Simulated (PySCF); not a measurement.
Computed data sheet: `ClC(Cl)=C(Cl)Cl`

Compound: C2Cl4.
Numbering: `[Cl:1][C:2]([Cl:3])=[C:4]([Cl:5])[Cl:6]`

Some functional groups and rings: C=C double bond and C–Cl bond.

**GFN2-xTB geometry**

```yaml
Point_group_of_the_GFN2-xTB_geometry: D2h
Rotational_constants_A_B_C_of_the_GFN2-xTB_geometry: 1.714, 1.410, 0.774 GHz
```

PBE0/pcSseg-1 ground state and GIAO shieldings, non-relativistic (PySCF):

```yaml
Dipole_moment: 0.00 D
HOMO_energy: -7.46 eV
LUMO_energy: -1.09 eV
HOMO–LUMO_gap: 6.37 eV
13C_chemical_shifts_computed_TMS_as_zero_by_class: 139.2 (C2/C4) ppm
Isotropic_shieldings_of_nuclei_other_than_C_and_H_by_class: 614 (Cl1/Cl3/Cl5/Cl6) ppm
Mayer_bond_orders_between_heavy_atoms: Cl1–C2 1.12, C2–Cl3 1.12, C2–C4 1.55, C4–Cl5 1.12, C4–Cl6 1.12
```

Monoisotopic mass (most abundant isotopes): 163.8754 u.

With B = h/(8π²I), that is 505.379 GHz u Å² over I, the principal moments of inertia are 294.9, 358.3 and 653.2 u Å² (most abundant isotopes); the inertial defect Ic − Ia − Ib is 0.0 u Å² (zero for a rigid planar frame, negative otherwise). Point group D2h forbids a permanent dipole, so the rigid molecule has no electric-dipole pure rotational spectrum. The rotational constants make it an asymmetric top with κ = (2B − A − C)/(A − C) = 0.35, nearer the oblate limit (+1).

Isolated species at its GFN2-xTB geometry, gas phase. The shieldings hold no spin–orbit term; for a carbon that bears several chlorines this term is known to matter.
